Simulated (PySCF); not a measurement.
# C2H5F: electronic excitations at several levels of theory, part 2 of 2

PySCF 2.14.0. Atoms count from 0.

## Step 10: TDDFT and polarisability: PBE0/aug-cc-pVDZ

What the job is given:

```
{"job": {"kind": "uv", "xc": "PBE0", "basis": "aug-cc-pVDZ"}, "charge": 0, "multiplicity": 1}
C      0.761585     0.078709     0.055251
C     -0.728775    -0.128283    -0.018786
F     -1.314255     0.875874    -0.751974
H      1.233529    -0.721865     0.644621
H      1.205202     0.074717    -0.951414
H      0.996407     1.042670     0.530422
H     -1.180644    -0.128036     0.988710
H     -0.972734    -1.092991    -0.497507
```

With the program's defaults for keys left out, this is: TDDFT PBE0/aug-cc-pVDZ, vertical, gas phase, core orbitals frozen in the response.

The log of the run:

```text
coarse grid: 6360 points
cycle   1  E = -178.8492509261  dE =  1.065e-01  |g| = 4.217e-01  |ddm| = 5.204e+00
cycle   2  E = -178.8259678466  dE =  2.328e-02  |g| = 5.815e-01  |ddm| = 1.188e+00
cycle   3  E = -178.8830356320  dE = -5.707e-02  |g| = 5.380e-02  |ddm| = 6.357e-01
cycle   4  E = -178.8835279083  dE = -4.923e-04  |g| = 1.990e-02  |ddm| = 1.047e-01
cycle   5  E = -178.8836198696  dE = -9.196e-05  |g| = 2.413e-03  |ddm| = 3.483e-02
cycle   6  E = -178.8836210571  dE = -1.187e-06  |g| = 2.079e-04  |ddm| = 3.796e-03
final grid: 60880 points
cycle   7  E = -178.8870717303  dE = -1.446e-05  |g| = 6.774e-03  |ddm| = 7.347e-02
cycle   8  E = -178.8870654882  dE =  6.242e-06  |g| = 8.991e-03  |ddm| = 2.457e-02
cycle   9  E = -178.8870821860  dE = -1.670e-05  |g| = 8.649e-04  |ddm| = 1.248e-02
cycle  10  E = -178.8870823238  dE = -1.378e-07  |g| = 1.413e-04  |ddm| = 1.295e-03
cycle  11  E = -178.8870823272  dE = -3.385e-09  |g| = 1.504e-05  |ddm| = 1.814e-04
cycle  12  E = -178.8870823272  dE = -4.150e-11  |g| = 4.439e-06  |ddm| = 3.741e-05
converged SCF energy = -178.8870823272

Static polarisability (au): isotropic 29.238, principal 27.558 29.068 31.089

Singlet excitations
state   eV       nm        f      main configurations
  1   8.1762    151.6   0.00312   H->L 0.96
  2   8.5800    144.5   0.01135   H-1->L 0.96
  3   8.8582    140.0   0.04579   H->L+1 0.94
  4   8.9857    138.0   0.04968   H->L+2 0.98
  5   9.0719    136.7   0.00686   H->L+3 0.84, H->L+5 0.11
  6   9.1894    134.9   0.05909   H-1->L+1 0.94
  7   9.3017    133.3   0.02163   H-1->L+2 0.98
  8   9.3947    132.0   0.02380   H-1->L+3 0.83, H-1->L+5 0.11
  9   9.7513    127.1   0.00026   H->L+5 0.83, H->L+3 0.12
 10   9.8691    125.6   0.06329   H-2->L 0.94

Triplet excitations (Tamm-Dancoff, eV): 7.9931 8.3680 8.6904 8.7538
```

Run time: 5.5 s. Hardware: 1 thread, shared host.

This run: HOMO -9.32 eV, LUMO 0.00 eV; lowest singlet 8.18 eV.

## Step 11: Excited states and response: PBE0/aug-cc-pVTZ

Settings changed since step 10:

```diff
@@ -1,2 +1,2 @@
-{"job": {"kind": "uv", "xc": "PBE0", "basis": "aug-cc-pVDZ"}, "charge": 0, "multiplicity": 1}
+{"job": {"kind": "uv", "xc": "PBE0", "basis": "aug-cc-pVTZ"}, "charge": 0, "multiplicity": 1}
 C      0.761585     0.078709     0.055251
```

Method: TDDFT PBE0/aug-cc-pVTZ, vertical, gas phase, core orbitals frozen in the response.

The log of the run:

```text
coarse grid: 6360 points
cycle   1  E = -178.8989218112  dE =  9.095e-02  |g| = 4.674e-01  |ddm| = 5.326e+00
cycle   2  E = -178.8699687705  dE =  2.895e-02  |g| = 6.640e-01  |ddm| = 1.275e+00
cycle   3  E = -178.9368310819  dE = -6.686e-02  |g| = 5.846e-02  |ddm| = 6.675e-01
cycle   4  E = -178.9373481787  dE = -5.171e-04  |g| = 2.541e-02  |ddm| = 1.151e-01
cycle   5  E = -178.9374857206  dE = -1.375e-04  |g| = 3.050e-03  |ddm| = 4.122e-02
cycle   6  E = -178.9374874138  dE = -1.693e-06  |g| = 2.743e-04  |ddm| = 4.439e-03
final grid: 60880 points
cycle   7  E = -178.9351452931  dE = -5.295e-05  |g| = 6.856e-03  |ddm| = 2.420e-01
cycle   8  E = -178.9351394571  dE =  5.836e-06  |g| = 9.031e-03  |ddm| = 2.267e-02
cycle   9  E = -178.9351551535  dE = -1.570e-05  |g| = 9.495e-04  |ddm| = 1.173e-02
cycle  10  E = -178.9351552839  dE = -1.303e-07  |g| = 2.539e-04  |ddm| = 1.440e-03
cycle  11  E = -178.9351552946  dE = -1.076e-08  |g| = 2.455e-05  |ddm| = 3.304e-04
cycle  12  E = -178.9351552947  dE = -9.925e-11  |g| = 4.810e-06  |ddm| = 4.896e-05
converged SCF energy = -178.9351552947

Static polarisability (au): isotropic 29.491, principal 27.850 29.246 31.377

Singlet excitations
state   eV       nm        f      main configurations
  1   8.1799    151.6   0.00295   H->L 0.95
  2   8.5772    144.6   0.01096   H-1->L 0.95
  3   8.8325    140.4   0.04245   H->L+1 0.93
  4   8.9504    138.5   0.04341   H->L+2 0.97
  5   9.0308    137.3   0.00525   H->L+3 0.83, H->L+5 0.11
  6   9.1608    135.3   0.05658   H-1->L+1 0.94
  7   9.2678    133.8   0.01962   H-1->L+2 0.97
  8   9.3490    132.6   0.02067   H-1->L+3 0.83, H-1->L+5 0.10
  9   9.6995    127.8   0.00021   H->L+5 0.82, H->L+3 0.12
 10   9.8617    125.7   0.03956   H-2->L 0.68, H->L+4 0.28

Triplet excitations (Tamm-Dancoff, eV): 8.0010 8.3717 8.6765 8.7412
```

Run time: 20 s. Hardware: 1 thread, shared host.

This run: HOMO -9.33 eV, LUMO -0.04 eV; lowest singlet 8.18 eV.

## Step 12: Ultraviolet spectrum: PBE0/def2-TZVPD

Settings changed since step 11:

```diff
@@ -1,2 +1,2 @@
-{"job": {"kind": "uv", "xc": "PBE0", "basis": "aug-cc-pVTZ"}, "charge": 0, "multiplicity": 1}
+{"job": {"kind": "uv", "xc": "PBE0", "basis": "def2-TZVPD"}, "charge": 0, "multiplicity": 1}
 C      0.761585     0.078709     0.055251
```

Level: TDDFT PBE0/def2-TZVPD, vertical, gas phase, core orbitals frozen in the response.

The log of the run:

```text
coarse grid: 6360 points
cycle   1  E = -178.9020572349  dE =  9.304e-02  |g| = 4.711e-01  |ddm| = 2.043e+00
cycle   2  E = -178.8715865958  dE =  3.047e-02  |g| = 6.707e-01  |ddm| = 6.520e-01
cycle   3  E = -178.9405556083  dE = -6.897e-02  |g| = 5.894e-02  |ddm| = 3.102e-01
cycle   4  E = -178.9410888113  dE = -5.332e-04  |g| = 2.523e-02  |ddm| = 4.657e-02
cycle   5  E = -178.9412267803  dE = -1.380e-04  |g| = 3.012e-03  |ddm| = 1.790e-02
cycle   6  E = -178.9412284599  dE = -1.680e-06  |g| = 2.538e-04  |ddm| = 3.292e-03
final grid: 60880 points
cycle   7  E = -178.9402780005  dE = -4.106e-05  |g| = 6.055e-03  |ddm| = 1.127e-01
cycle   8  E = -178.9402741309  dE =  3.870e-06  |g| = 7.618e-03  |ddm| = 8.738e-03
cycle   9  E = -178.9402861111  dE = -1.198e-05  |g| = 8.813e-04  |ddm| = 4.339e-03
cycle  10  E = -178.9402862173  dE = -1.062e-07  |g| = 2.467e-04  |ddm| = 5.540e-04
cycle  11  E = -178.9402862271  dE = -9.728e-09  |g| = 2.213e-05  |ddm| = 1.562e-04
cycle  12  E = -178.9402862271  dE = -8.367e-11  |g| = 4.702e-06  |ddm| = 3.021e-05
converged SCF energy = -178.9402862271

Static polarisability (au): isotropic 29.334, principal 27.712 29.106 31.184

Singlet excitations
state   eV       nm        f      main configurations
  1   8.4861    146.1   0.00310   H->L 0.97
  2   8.8898    139.5   0.01134   H-1->L 0.96
  3   9.2532    134.0   0.03915   H->L+1 0.89
  4   9.5788    129.4   0.06366   H-1->L+1 0.89
  5   9.6179    128.9   0.03541   H->L+3 0.88
  6   9.7953    126.6   0.05479   H->L+2 0.96
  7   9.9429    124.7   0.08207   H-1->L+3 0.83
  8  10.0695    123.1   0.02990   H-1->L+2 0.99
  9  10.2037    121.5   0.08543   H-2->L 0.96
 10  10.3874    119.4   0.01881   H-3->L 0.73, H->L+4 0.24

Triplet excitations (Tamm-Dancoff, eV): 8.2475 8.6294 8.9842 9.2264
```

It took 9.2 s on 1 thread, shared host.

Key values: HOMO -9.34 eV, LUMO 0.44 eV; lowest singlet 8.49 eV.

## Step 13: Ultraviolet spectrum: PBE0/6-31+G*

Settings changed since step 12:

```diff
@@ -1,2 +1,2 @@
-{"job": {"kind": "uv", "xc": "PBE0", "basis": "def2-TZVPD"}, "charge": 0, "multiplicity": 1}
+{"job": {"kind": "uv", "xc": "PBE0", "basis": "6-31+G*"}, "charge": 0, "multiplicity": 1}
 C      0.761585     0.078709     0.055251
```

With the program's defaults for keys left out, this is: TDDFT PBE0/6-31+G*, vertical, gas phase, core orbitals frozen in the response.

The log of the run:

```text
coarse grid: 6360 points
cycle   1  E = -178.8479056710  dE =  9.650e-02  |g| = 4.116e-01  |ddm| = 2.151e+00
cycle   2  E = -178.8275916730  dE =  2.031e-02  |g| = 5.605e-01  |ddm| = 6.895e-01
cycle   3  E = -178.8810859614  dE = -5.349e-02  |g| = 5.155e-02  |ddm| = 3.802e-01
cycle   4  E = -178.8815468582  dE = -4.609e-04  |g| = 1.937e-02  |ddm| = 4.529e-02
cycle   5  E = -178.8816337650  dE = -8.691e-05  |g| = 1.854e-03  |ddm| = 1.649e-02
cycle   6  E = -178.8816345117  dE = -7.466e-07  |g| = 1.799e-04  |ddm| = 1.878e-03
final grid: 60880 points
cycle   7  E = -178.8702374001  dE = -1.215e-05  |g| = 7.095e-03  |ddm| = 2.222e-02
cycle   8  E = -178.8702301537  dE =  7.246e-06  |g| = 9.632e-03  |ddm| = 1.150e-02
cycle   9  E = -178.8702486314  dE = -1.848e-05  |g| = 8.491e-04  |ddm| = 6.181e-03
cycle  10  E = -178.8702487735  dE = -1.421e-07  |g| = 1.065e-04  |ddm| = 6.849e-04
cycle  11  E = -178.8702487754  dE = -1.907e-09  |g| = 1.544e-05  |ddm| = 7.860e-05
cycle  12  E = -178.8702487754  dE = -4.604e-11  |g| = 5.573e-06  |ddm| = 2.163e-05
converged SCF energy = -178.8702487754

Static polarisability (au): isotropic 25.682, principal 24.614 25.721 26.710

Singlet excitations
state   eV       nm        f      main configurations
  1   8.6817    142.8   0.00637   H->L 0.94
  2   9.0626    136.8   0.01483   H-1->L 0.92
  3   9.2680    133.8   0.02275   H->L+1 0.72, H->L+2 0.20
  4   9.3998    131.9   0.03023   H->L+2 0.75, H->L+1 0.22
  5   9.5597    129.7   0.08034   H-1->L+1 0.60, H-1->L+2 0.20, H->L+3 0.12
  6   9.6143    129.0   0.01538   H->L+3 0.81, H-1->L+1 0.17
  7   9.6911    127.9   0.08942   H-1->L+2 0.73, H-1->L+1 0.18
  8   9.8653    125.7   0.02997   H-1->L+3 0.99
  9  10.3388    119.9   0.00035   H->L+4 0.91
 10  10.3988    119.2   0.07894   H-2->L 0.96

Triplet excitations (Tamm-Dancoff, eV): 8.4388 8.7789 9.0279 9.1480
```

Run time: 3.2 s. Hardware: 1 thread, shared host.

Key values: HOMO -9.36 eV, LUMO 0.65 eV; lowest singlet 8.68 eV.

## Step 14: Comparing the runs: electronic excitations

Excitations and ground-state properties, with basis size and wall time:

```tsv
run	lowest singlet (eV)	brightest (eV)	f	gap (eV)	α (Å³)	μ (D)	functions	time
BHandHLYP/def2-SVPD	9.47	11.18	0.267	12.25	4.13	2.01	103	17 s
CAM-B3LYP/def2-SVPD	8.96	10.67	0.231	12.30	4.25	1.97	103	17 s
wB97X-D/def2-SVPD	9.24	10.92	0.260	13.81	4.24	1.93	103	15 s
LC-wPBE/def2-SVPD	9.45	11.15	0.144	14.70	4.16	1.96	103	25 s
PBE0/6-31G*	10.51	12.15	0.169	12.11	3.45	1.67	52	2.4 s
PBE0/def2-SVP	9.71	11.14	0.206	11.18	3.51	1.77	67	3 s
PBE0/def2-TZVP	9.27	10.92	0.263	10.71	4.03	1.81	123	6 s
PBE0/aug-cc-pVDZ	8.18	9.87	0.063	9.32	4.33	1.85	114	5.5 s
PBE0/aug-cc-pVTZ	8.18	9.16	0.057	9.29	4.37	1.84	253	20 s
PBE0/def2-TZVPD	8.49	10.20	0.085	9.78	4.35	1.84	159	9.2 s
PBE0/6-31+G*	8.68	9.69	0.089	10.01	3.81	1.99	64	3.2 s
```

Measured dipole: 1.96 D (gas; NIST CCCBDB Release 22 (SRD 101), experimental dipoles).

Measured polarisability: 4.16 Å³ (gas; NIST CCCBDB Release 22 (SRD 101), experimental polarizabilities).

## Step 15: Summary of results

This closing draws on all 2 parts.

| quantity | value |
| --- | --- |
| point group | Cs |
| rotational constants (main isotopes) | 36.57, 9.44, 8.29 GHz |
| lowest singlet (BHandHLYP/def2-SVPD) | 9.47 eV (131 nm), f = 0.005 |
| brightest single state of those computed | state 8, 11.18 eV, f = 0.267 |
| lowest triplet | 9.12 eV |
| vertical ionisation energy (ΔSCF) | 12.45 eV |
| range of the lowest singlet | 8.18 to 10.51 eV |

Single values in the summary come from the first run of each kind that ended normally (BHandHLYP/def2-SVPD), which need not be the best level. Over 3 steps the energy fell by 0.017 eV; of the close pairs, C1–F2 changed most, 1.359 to 1.374 Å. The lowest singlet, at 9.47 eV, is HOMO→LUMO 0.92 and is weak; of the 10 states computed, the strongest absorption comes from state 8 at 11.18 eV. The lowest triplet lies 0.35 eV below the lowest singlet (triplets in Tamm-Dancoff, singlets in full TDDFT). The orbital energy would give 11.01 eV for ionisation, ΔSCF gives 12.45 eV. The dipole moment, 2.01 D, compares with 1.96 D measured. The polarisability is 1 % below the measured 4.16 Å³. The lowest singlet runs from 8.18 eV (PBE0/aug-cc-pVDZ) to 10.51 eV (PBE0/6-31G*), while the orbital gap spans 9.29 to 14.70 eV. The lowest state need not be the same one in every run. The runs solved for a few states only, so the brightest column depends on that window. For the measured dipole, LC-wPBE/def2-SVPD misses least (0.00 D, 25 s) and PBE0/6-31G* most (0.29 D, 2.4 s). For the measured polarisability, LC-wPBE/def2-SVPD misses least (0.01 Å³, 25 s) and PBE0/6-31G* most (0.72 Å³, 2.4 s). One molecule ranks no method: errors cancel, and vibration and temperature are missing from all runs.
